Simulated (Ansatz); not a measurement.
# C4H5ClO: ranking of conformers in Python

A script is to give a ranking of conformers; the system is C4H5ClO. SMILES: C=COC(=C)Cl.

All numbers are computed with the Python package of Ansatz 0.2.0. Level of theory: PBE/6-31G*.

**1. The structure**

The script builds its own geometries from the SMILES C=COC(=C)Cl.

No structure file is read: the coordinates are typed or built in the script.

**2. Script**

File conformers_c4h5clo.py:

```python
"""Rank force-field conformers of C4H5ClO by single points."""

import ansatz
from rdkit import Chem
from rdkit.Chem import AllChem

rd = Chem.AddHs(Chem.MolFromSmiles("C=COC(=C)Cl"))
ids = list(AllChem.EmbedMultipleConfs(rd, numConfs=20, randomSeed=419, pruneRmsThresh=0.4))
field = [energy for _, energy in AllChem.MMFFOptimizeMoleculeConfs(rd)]
distinct = {round(e, 2): i for i, e in zip(ids, field)}
chosen = sorted(distinct.items())[:3]
found = []
for force_field, index in chosen:
    molecule = ansatz.Crystal.molecule()
    for atom, xyz in zip(rd.GetAtoms(), rd.GetConformer(index).GetPositions()):
        molecule = molecule.atom(atom.GetSymbol(), xyz.round(5).tolist())
    model = molecule.calculation()
    model = model.basis(gaussian="6-31G*")
    model = model.functional("PBE")
    model = model.accuracy("high").scf(lower_state_search="off")
    found.append(model.run(threads=1, pin="off").report["free_energy_ev"])
print("conformer   MMFF (kcal/mol)   this level (eV)")
for (force_field, index), e in zip(chosen, found):
    print(f"{index:9d} {force_field - chosen[0][0]:17.2f} {(e - min(found)):17.3f}")
```

**3. What the engine is handed**

The package turns the script's settings into the engine's input (first run):

```yaml
crystal:
  periodic: [false, false, false]
  atoms:
    - { symbol: C, position_ang: [-2.32258, -0.51559, 0.56736] }
    - { symbol: C, position_ang: [-1.21944, 0.11547, 0.15979] }
    - { symbol: O, position_ang: [0.03283, -0.36069, 0.44927] }
    - { symbol: C, position_ang: [1.16943, 0.39592, 0.19126] }
    - { symbol: C, position_ang: [2.34525, -0.22849, 0.06393] }
    - { symbol: Cl, position_ang: [1.14873, 2.12998, 0.12055] }
    - { symbol: H, position_ang: [-3.30639, -0.13311, 0.3191] }
    - { symbol: H, position_ang: [-2.26085, -1.4238, 1.1575] }
    - { symbol: H, position_ang: [-1.25717, 1.0139, -0.43924] }
    - { symbol: H, position_ang: [2.40334, -1.30921, 0.13208] }
    - { symbol: H, position_ang: [3.26686, 0.31563, -0.10902] }
accuracy: high
basis:
  gaussian:
    orbitals: "6-31G*"
hamiltonian:
  xc: pbe
scf:
  lower_state_search: "off"
```

**4. The run**

Command:

```
$ python conformers_c4h5clo.py
```

Log:

```text
conformer   MMFF (kcal/mol)   this level (eV)
        8              0.00             0.000
        1              1.59             0.006
        9              4.17             0.077
```

Run time: 12 s. Hardware: 1 thread of Intel Xeon 6975P-C (Granite Rapids), shared host; peak memory 0.39 GiB.

**5. Inputs of later runs**

The engine's inputs for the other runs:

Run 2, against run 1:

```diff
@@ -4,11 +4,11 @@
-    - { symbol: C, position_ang: [-2.32258, -0.51559, 0.56736] }
-    - { symbol: C, position_ang: [-1.21944, 0.11547, 0.15979] }
-    - { symbol: O, position_ang: [0.03283, -0.36069, 0.44927] }
-    - { symbol: C, position_ang: [1.16943, 0.39592, 0.19126] }
-    - { symbol: C, position_ang: [2.34525, -0.22849, 0.06393] }
-    - { symbol: Cl, position_ang: [1.14873, 2.12998, 0.12055] }
-    - { symbol: H, position_ang: [-3.30639, -0.13311, 0.3191] }
-    - { symbol: H, position_ang: [-2.26085, -1.4238, 1.1575] }
-    - { symbol: H, position_ang: [-1.25717, 1.0139, -0.43924] }
-    - { symbol: H, position_ang: [2.40334, -1.30921, 0.13208] }
-    - { symbol: H, position_ang: [3.26686, 0.31563, -0.10902] }
+    - { symbol: C, position_ang: [-2.27701, 0.2815, -0.03741] }
+    - { symbol: C, position_ang: [-1.00496, 0.05124, -0.36808] }
+    - { symbol: O, position_ang: [0.01999, 0.83777, 0.09722] }
+    - { symbol: C, position_ang: [1.33182, 0.45922, -0.12747] }
+    - { symbol: C, position_ang: [1.80768, -0.76705, 0.13098] }
+    - { symbol: Cl, position_ang: [2.42838, 1.68384, -0.6755] }
+    - { symbol: H, position_ang: [-3.07587, -0.34052, -0.42542] }
+    - { symbol: H, position_ang: [-2.54146, 1.09899, 0.62537] }
+    - { symbol: H, position_ang: [-0.70841, -0.74547, -1.03709] }
+    - { symbol: H, position_ang: [1.16772, -1.54688, 0.52726] }
+    - { symbol: H, position_ang: [2.85212, -1.01263, -0.0282] }
```

Run 3, against run 1:

```diff
@@ -4,11 +4,11 @@
-    - { symbol: C, position_ang: [-2.32258, -0.51559, 0.56736] }
-    - { symbol: C, position_ang: [-1.21944, 0.11547, 0.15979] }
-    - { symbol: O, position_ang: [0.03283, -0.36069, 0.44927] }
-    - { symbol: C, position_ang: [1.16943, 0.39592, 0.19126] }
-    - { symbol: C, position_ang: [2.34525, -0.22849, 0.06393] }
-    - { symbol: Cl, position_ang: [1.14873, 2.12998, 0.12055] }
-    - { symbol: H, position_ang: [-3.30639, -0.13311, 0.3191] }
-    - { symbol: H, position_ang: [-2.26085, -1.4238, 1.1575] }
-    - { symbol: H, position_ang: [-1.25717, 1.0139, -0.43924] }
-    - { symbol: H, position_ang: [2.40334, -1.30921, 0.13208] }
-    - { symbol: H, position_ang: [3.26686, 0.31563, -0.10902] }
+    - { symbol: C, position_ang: [-1.88919, 0.4575, -0.36788] }
+    - { symbol: C, position_ang: [-1.24778, -0.71363, -0.29204] }
+    - { symbol: O, position_ang: [0.11182, -0.90293, -0.32706] }
+    - { symbol: C, position_ang: [0.96401, -0.11876, 0.44005] }
+    - { symbol: C, position_ang: [2.19802, 0.13644, -0.00728] }
+    - { symbol: Cl, position_ang: [0.5212, 0.43805, 2.02316] }
+    - { symbol: H, position_ang: [-1.35378, 1.39785, -0.44107] }
+    - { symbol: H, position_ang: [-2.97325, 0.49323, -0.36368] }
+    - { symbol: H, position_ang: [-1.75801, -1.6685, -0.26297] }
+    - { symbol: H, position_ang: [2.90903, 0.71165, 0.57475] }
+    - { symbol: H, position_ang: [2.51793, -0.23089, -0.97596] }
```

**6. The engine's runs**

One row for each of the 3 runs:

| run | energy from run 1 (eV) | SCF cycles | CPU time (s) |
| --- | --- | --- | --- |
| 1 | 0.0000 | 25 | 3.8 |
| 2 | 0.0063 | 25 | 3.8 |
| 3 | 0.0769 | 24 | 3.9 |

**7. What came out**

| quantity | value |
| --- | --- |
| runs compared | 3 |
| lowest | run 1 |
| next above it by | 0.006 eV |

**Reading.** The structures are force-field minima, not relaxed at this level. Of those tried, run 1 is lowest; run 2 lies 0.006 eV above it, too close to rank at these settings. The conformers keep their force-field geometries.
